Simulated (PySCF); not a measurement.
Consider methyl fluoride, `CF` (CH3F). Coordinates in Å; atoms count from 1 in this order:
```
C    -0.0414    0.0074   -0.0012
F     1.3001   -0.1741   -0.1621
H    -0.3199   -0.1465    1.0548
H    -0.3222    1.0315   -0.2989
H    -0.5977   -0.7113   -0.6258
```

Computed at ωB97X-D3(BJ)/ma-def2-TZVP // PBE0-D3(BJ)/def2-SVP with PySCF (density fitting, grid level 2). Thermal corrections: PBE0-D3(BJ)/def2-SVP frequencies, unscaled, ideal gas at 298.15 K and 1 bar, quasi-RRHO entropy.

Task: What are the vertical and the adiabatic ionisation energy for forming the radical cation?

Result: 13.12 eV vertical and 12.39 eV adiabatic, the latter with zero-point energy.

Task: Where does the unpaired spin of the relaxed radical cation sit?

Result: C1 (methyl carbon) 0.37, F2 (fluorine) 0.28, H (on C1) 0.18, H (on C1) 0.18 (intrinsic atomic orbital populations).

Task: What oxidation potential follows in acetonitrile (IEF-PCM), given that Fc+/Fc comes at 4.54 V absolute with this functional and basis?

Result: In the gas phase ΔG of oxidation is 12.345 eV, and solvation is -10.1 kJ/mol for the parent and -325.6 kJ/mol for the product, so the absolute potential is 9.07 V, or 4.53 V against Fc+/Fc. Fc+/Fc in acetonitrile, 4.54 V, is ωB97X-D3(BJ)/ma-def2-TZVP on PBE0-D3(BJ)/def2-SVP structures with GFN2-xTB thermal terms. Benchmark calculations put it near 5.0 V in acetonitrile and DMSO, so it is about 0.5 V low, and the value against it can read up to that much too high. The solvent is electrostatics only, on gas-phase structures; the absolute scale refers to an electron at rest in vacuum.

Task: How far is −ε(HOMO) from the vertical value by ΔSCF?

Result: −ε(HOMO) = 12.47 eV, which is 0.65 eV below the ΔSCF value.
